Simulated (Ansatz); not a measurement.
# C2H5N: the cost of one run

Computed with Ansatz 0.2.0 (the levels named in each step, unless a step's input says otherwise).

**1. The system as given**

Bond lengths: C1–C2 1.477 Å, C1–N3 1.444 Å, C2–N3 1.444 Å, C1–H4 1.084 Å, C1–H5 1.081 Å, C2–H6 1.081 Å, C2–H7 1.084 Å, N3–H8 1.015 Å. Angles (14 of 15 angles, heavy atoms first): C1–C2–N3 59.2°, C2–C1–N3 59.2°, C1–N3–C2 61.5°, C1–C2–H6 119.0°, C1–C2–H7 118.9°, N3–C2–H6 114.7°, N3–C2–H7 119.8°, C2–C1–H4 118.9°, C2–C1–H5 119.0°, N3–C1–H4 119.8°, N3–C1–H5 114.7°, C1–N3–H8 114.2°, C2–N3–H8 114.1°, H6–C2–H7 114.3°.

Structure file:

```xyz
8

C     0.8077   -0.1824    0.1894
C    -0.6217   -0.5546    0.1656
N    -0.1746    0.6964   -0.3996
H     1.2654    0.0787    1.1371
H     1.4816   -0.6447   -0.5186
H    -0.9622   -1.2810   -0.5593
H    -1.1780   -0.5575    1.0964
H    -0.3970    1.5098    0.1661
```

**2. A rough first relaxation, PBE-D4/def2-SVP**

This run stands in another session on the same molecule. It ended at:

```xyz
8

C     0.8129   -0.1777    0.1793
C    -0.6283   -0.5533    0.1551
N    -0.1790    0.7145   -0.4373
H     1.2596    0.0922    1.1531
H     1.5206   -0.6522   -0.5232
H    -0.9927   -1.3067   -0.5654
H    -1.1798   -0.5437    1.1125
H    -0.3921    1.4916    0.2030
```

**3. Relaxation, PBE0-D4/def2-TZVPP**

This run stands in another session on the same molecule. It ended at:

```xyz
8

C     0.8066   -0.1838    0.1821
C    -0.6200   -0.5555    0.1583
N    -0.1770    0.7060   -0.4241
H     1.2419    0.0917    1.1365
H     1.4956   -0.6450   -0.5156
H    -0.9743   -1.2885   -0.5568
H    -1.1639   -0.5351    1.0964
H    -0.3877    1.4748    0.2001
```

**4. Relaxation, CCSD(T)/cc-pV(T+d)Z**

The input, input.yaml:

```yaml
crystal:
  periodic: [false, false, false]
  atoms:
    - { symbol: C, position_ang: [0.80662823, -0.183787, 0.18210192] }
    - { symbol: C, position_ang: [-0.62000061, -0.55547156, 0.15832618] }
    - { symbol: "N", position_ang: [-0.17701088, 0.70597773, -0.42409595] }
    - { symbol: H, position_ang: [1.24192335, 0.09174067, 1.13652039] }
    - { symbol: H, position_ang: [1.49560258, -0.64497374, -0.51560639] }
    - { symbol: H, position_ang: [-0.97429073, -1.28847908, -0.55676334] }
    - { symbol: H, position_ang: [-1.16394644, -0.53505564, 1.09641941] }
    - { symbol: H, position_ang: [-0.38770551, 1.47475862, 0.20014775] }
basis:
  gaussian: { orbitals: "cc-pV(T+d)Z.json" }
correlation:
  method: ccsd_t
relax:
  f_tol: 0.002
  max_steps: 40
```

Launch:

```
ansatz run input.yaml --threads 8 --pin off --max-ram 22528MiB --backend cpu --events-out ev --progress --plain --runs-dir out
```

What time and memory should one allow on 8 threads of AMD EPYC 9R45 (Zen 5), shared host?

About 91 s, with a peak of 2.9 GiB.
